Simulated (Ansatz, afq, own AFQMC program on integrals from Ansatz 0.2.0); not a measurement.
Two steps: Ansatz 0.2.0 writes the Fock matrix and Cholesky factors of the valence space, and afq projects on them the lowest state that overlaps trial and start.

```yaml
crystal:
  periodic: [false, false, false]
  atoms:
    - {symbol: Si, position_ang: [0.000000, -0.006931, 1.574428]}
    - {symbol: Ge, position_ang: [0.000000, -0.026863, -0.576165]}
    - {symbol: H, position_ang: [0.000000, 1.323622, 0.530962]}
    - {symbol: H, position_ang: [0.000000, 0.805511, -2.878307]}
basis:
  gaussian: {orbitals: cc-pVDZ}
magnetization: {spin_polarized: false}
correlation: {method: ccsd_t, electrons: outside_noble_gas, hamiltonian_folder: ham}
```

```sh
$ ansatz run in.yaml --threads 1 --pin off --events-out ev --progress --plain --max-ram 1382MiB
```

afq runs on the folder ham with

```
--method phaseless --trial hf --walkers 120 --populations 1 --least-time 40 --time-step 0.005 --steps-per-block 20 --equilibration-blocks 160 --max-blocks 600 --target-error 0.00228 --factor-cut 1e-05 --seed 8789 --taylor-order 6
```

Times are imaginary, in 1/Eh. The walk had a cap of 1091 s. Filled inner d shells are frozen with the cores.

```
orbitals 36  electrons 5 5  factors 279 of 599
reference energy -2365.23003218 Eh
CCSD correlation -0.23953481 Eh in 12 cycles, weight of the determinant in the CISD state 0.7728
energy of the start -2365.230032 Eh
 block  time / (1/Eh)  mean weight  energy / Eh
     1     0.100  1.0018  -2365.259084
     2     0.200  1.0010  -2365.284855
     3     0.300  1.0026  -2365.304981
     4     0.400  1.0000  -2365.323501
     5     0.500  1.0018  -2365.331205
     8     0.800  0.9993  -2365.362639
    20     2.000  0.9997  -2365.417355
    77     7.700  1.0006  -2365.488221
    96     9.600  1.0015  -2365.755170
   134    13.400  0.9987  -2365.449714
   191    19.100  0.9976  -2365.454202
   248    24.800  0.9972  -2365.480442
   305    30.500  1.0007  -2365.458392
   362    36.200  1.0006  -2365.477019
   419    41.900  0.9997  -2365.482098
   476    47.600  0.9999  -2365.487155
   533    53.300  0.9994  -2365.451481
   590    59.000  1.0006  -2365.448648
   647    64.700  0.9998  -2365.484869
   704    70.400  1.0000  -2365.492911
   742    74.200  1.0003  -2365.463114
blocks merged  error / Eh  count
     1  0.000832  600
     2  0.001102  300
     4  0.001458  150
     8  0.001894  75
    16  0.002351  37
    32  0.002877  18
    64  0.002994  9
energy -2365.479795 +/- 0.002877 Eh
(rows thinned)
```

Question: Estimate how long the walk took on 1 thread of Arm Neoverse V2, with other jobs on the host.

Answer: 2.1 min of wall time.

The run passed its tests (sampling time, drift between the halves within three errors, error under three times the target), which doesn't prove that it has relaxed.

Against this walk (error 78.3 meV) on the same determinant: CCSD(T) 163.5 meV lower, CCSDT(Q) 250.2 meV lower, a separate phaseless walk with a CISD trial and standard settings 128.4 ± 84.3 meV lower (within the noise). The error is statistical and leaves out the bias of the constraint. None of these is a sure reference here.

Cautions: constraint bias not in the error; error above the target (78.3 against 62.0 meV); no relativity below Rb; no spin-orbit coupling; inner d shell frozen; higher spins were not checked; restricted determinant unstable towards unrestricted (UHF 903 meV lower, ⟨S²⟩ 1.14); strong correlation (T1 0.030, weight of the determinant 0.77, largest double 0.27); (T) is large, 7 % of the CCSD correlation; the bias of populations of 120 walkers isn't removed.

CCSDT and higher add their correlation energy to the determinant of the CCSD(T) run, since their own runs factorise the integrals more tightly (a shift of under 2 meV). A walk keeps the symmetry of its determinant, which the program's search chose and which needn't be the lowest solution, so a lower state of the same spin and another symmetry isn't excluded.
